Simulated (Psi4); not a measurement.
# BH3 (SMILES [H]B([H])[H]): HF/STO-3G

What is the vertical electron affinity of BH3 at HF/STO-3G? 

The results are computed with Psi4 1.11.

## Step 1: The molecule

BH3 has 4 atoms, charge 0, and is taken as a singlet. As SMILES, `[H]B([H])[H]`. Geometry: relaxed at GFN2-xTB.

Bond lengths: B1–H2 1.164 Å, B1–H3 1.165 Å, B1–H4 1.165 Å. Angles: H2–B1–H3 120.0°, H2–B1–H4 120.0°, H3–B1–H4 120.0°.

## Step 2: A single-point energy at HF/STO-3G

File bh3.xyz:

```xyz
4
BH3
B      0.000060     0.000030    -0.001400
H      1.163870    -0.030320     0.015280
H     -0.555340     1.023410    -0.018650
H     -0.608600    -0.993120     0.004770
```

File calc.py:

```python
import psi4

psi4.set_memory(1600000000)
psi4.set_num_threads(1)
psi4.core.set_output_file('psi4.out', False)

with open('bh3.xyz') as f:
    atoms = ''.join(f.readlines()[2:])
molecule = psi4.geometry('0 1\n' + atoms + 'symmetry c1\nno_reorient\nno_com')

psi4.set_options({
    'basis': 'STO-3G',
    'puream': True,
    'e_convergence': 1e-09,
    'd_convergence': 1e-08,
    'scf_type': 'pk',
})

E = psi4.energy("hf", molecule=molecule)
print(f'hf energy: {E:.10f} Eh')
for k, v in sorted(psi4.core.scalar_variables().items()):
    print(f'{k:45s} {v:18.10f}')
```

Launch:

```bash
$ python calc.py
```

psi4.out:

```text
[...]
  Running in c1 symmetry.
[...]
  Nuclear repulsion =    7.603081907704702
[...]
  Multiplicity = 1
[...]
  Nalpha       = 4
  Nbeta        = 4
[...]
    Number of basis functions: 8
[...]
   @RHF iter   1:   -26.06060806719168   -1.25593e+00   1.44533e-02 ADIIS/DIIS
[...]
   @RHF iter   6:   -26.07066082381140   -4.26326e-14   7.05857e-10 DIIS
[...]
    Orbital Energies [Eh]
    ---------------------
    Doubly Occupied:
       1A     -7.414633     2A     -0.674298     3A     -0.469889
       4A     -0.469835
[...]
  @RHF Final Energy:   -26.07066082381140
   => Energetics <=
    Nuclear Repulsion Energy =              7.6030819077047020
    One-Electron Energy =                 -49.2901752070535224
    Two-Electron Energy =                  15.6164324755374153
    Total Energy =                        -26.0706608238114015
[...]
 Multipole Moments:
 ------------------------------------------------------------------------------------
     Multipole            Electronic (a.u.)      Nuclear  (a.u.)        Total (a.u.)
 ------------------------------------------------------------------------------------
 L = 1.  Multiply by 2.5417464519 to convert [e a0] to [Debye]
 Dipole X            :         -0.0004004            0.0004346            0.0000343
 Dipole Y            :         -0.0002378            0.0002268           -0.0000111
 Dipole Z            :          0.0083154           -0.0105825           -0.0022670
 Magnitude           :                                                    0.0022673
[...]
```

The script printed:

```text
Memory set to   1.490 GiB by Python driver.
  Threads set to 1 by Python driver.
hf energy: -26.0706608238 Eh
CURRENT ENERGY                                    -26.0706608238
CURRENT REFERENCE ENERGY                          -26.0706608238
DD SOLVATION ENERGY                                 0.0000000000
HF KINETIC ENERGY                                  26.3184231511
HF POTENTIAL ENERGY                               -52.3890839749
HF TOTAL ENERGY                                   -26.0706608238
HF VIRIAL RATIO                                     1.9905859737
NUCLEAR REPULSION ENERGY                            7.6030819077
ONE-ELECTRON ENERGY                               -49.2901752071
PCM POLARIZATION ENERGY                             0.0000000000
PE ENERGY                                           0.0000000000
SCF ITERATION ENERGY                              -26.0706608238
SCF ITERATIONS                                      6.0000000000
SCF TOTAL ENERGY                                  -26.0706608238
TWO-ELECTRON ENERGY                                15.6164324755
```

It took 2.9 s on 1 thread of Intel Xeon Platinum 8375C at 2.90GHz (Ice Lake), shared host; peak memory 0.18 GiB.

## Step 3: The doublet anion: energy and gradient at UHF/STO-3G

bh3.xyz is that of step 2.

File run.py:

```python
import psi4

psi4.set_memory(1600000000)
psi4.set_num_threads(1)
psi4.set_output_file('bh3.out', False)

with open('bh3.xyz') as f:
    atoms = ''.join(f.readlines()[2:])
mol = psi4.geometry('-1 2\n' + atoms + 'symmetry c1\nno_reorient\nno_com')

psi4.set_options({
    'basis': 'STO-3G',
    'reference': 'uhf',
    'puream': True,
    'e_convergence': 1e-09,
    'd_convergence': 1e-08,
    'scf_type': 'pk',
    'maxiter': 200,
})

energy_value, wavefunction = psi4.gradient('hf', return_wfn=True)
print('gradient / Eh bohr^-1')
print(energy_value.np.round(6))
print(f'energy = {wavefunction.energy():.10f} Eh')
```

Launch:

```bash
$ python run.py
```

bh3.out:

```text
[...]
  Running in c1 symmetry.
[...]
  Nuclear repulsion =    7.603081907704702
[...]
  Multiplicity = 2
[...]
  Nalpha       = 5
  Nbeta        = 4
[...]
    Number of basis functions: 8
[...]
   @UHF iter   1:   -25.85810968469353   -1.05343e+00   1.27968e-02 ADIIS/DIIS
[...]
   @UHF iter   9:   -25.86792386028630   -1.27898e-13   3.30777e-09 DIIS
[...]
   @S^2 Observed:                7.625168084E-01
[...]
    Orbital Energies [Eh]
    ---------------------
    Alpha Occupied:
       1A     -6.842911     2A     -0.311459     3A     -0.074184
       4A     -0.074142     5A      0.168538
    Alpha Virtual:
       6A      1.086644     7A      1.199961     8A      1.200147
    Beta Occupied:
       1A     -6.813443     2A     -0.243363     3A     -0.070574
       4A     -0.070548
[...]
  @UHF Final Energy:   -25.86792386028630
   => Energetics <=
    Nuclear Repulsion Energy =              7.6030819077047020
    One-Electron Energy =                 -52.6099252676181948
    Two-Electron Energy =                  19.1389194996271854
    Total Energy =                        -25.8679238602863037
  UHF NO Occupations:
  HONO-2 :    3  A 1.9989145
  HONO-1 :    4  A 1.9959020
[...]
 Multipole Moments:
 ------------------------------------------------------------------------------------
     Multipole            Electronic (a.u.)      Nuclear  (a.u.)        Total (a.u.)
 ------------------------------------------------------------------------------------
 L = 1.  Multiply by 2.5417464519 to convert [e a0] to [Debye]
 Dipole X            :         -0.0003754            0.0004346            0.0000592
 Dipole Y            :         -0.0001438            0.0002268            0.0000829
 Dipole Z            :          0.0121979           -0.0105825            0.0016154
 Magnitude           :                                                    0.0016186
[...]
  -Total Gradient:
     Atom            X                  Y                   Z
    ------   -----------------  -----------------  -----------------
       1        0.000176987784     0.000151080696     0.000265702653
       2        0.001381503493    -0.000021625131    -0.000071222268
       3       -0.000685218068     0.001323644546    -0.000112802185
       4       -0.000873273209    -0.001453100111    -0.000081678200
[...]
```

Standard output:

```text
Memory set to   1.490 GiB by Python driver.
  Threads set to 1 by Python driver.
gradient / Eh bohr^-1
[[ 1.770e-04  1.510e-04  2.660e-04]
 [ 1.382e-03 -2.200e-05 -7.100e-05]
 [-6.850e-04  1.324e-03 -1.130e-04]
 [-8.730e-04 -1.453e-03 -8.200e-05]]
energy = -25.8679238603 Eh
```

Run time: 3 s. Hardware: 1 thread of Intel Xeon Platinum 8375C at 2.90GHz (Ice Lake), shared host; peak memory 0.18 GiB.

## Step 4: What came out

At HF/STO-3G:

```
                                         quantity         value
                        singlet BH3: total energy  -26.07066 Eh
                       singlet BH3: dipole moment        0.01 D
                         singlet BH3: HOMO energy     -12.78 eV
                         singlet BH3: LUMO energy       6.48 eV
                       singlet BH3: HOMO–LUMO gap      19.26 eV
                      doublet anion: total energy  -25.86792 Eh
doublet anion: HOMO energy (highest over α and β)       4.59 eV
 doublet anion: LUMO energy (lowest over α and β)      20.96 eV
                              doublet anion: ⟨S²⟩         0.763
          doublet anion: largest force on an atom    0.087 eV/Å
vertical electron affinity (to the doublet anion)     -5.517 eV
```

What this shows: The anion lies 5.52 eV (532 kJ/mol) above the neutral: the electron isn't bound at this level, and such a value depends on the basis. Without diffuse functions anions come out too high. Hartree–Fock misses the correlation that binds many anions. In a minimal basis such a difference can be off by several eV, whatever the method. The HOMO (doublet anion) lies at positive energy, 4.59 eV: the electron is unbound at this level or held by a compact basis; values depend on the basis.
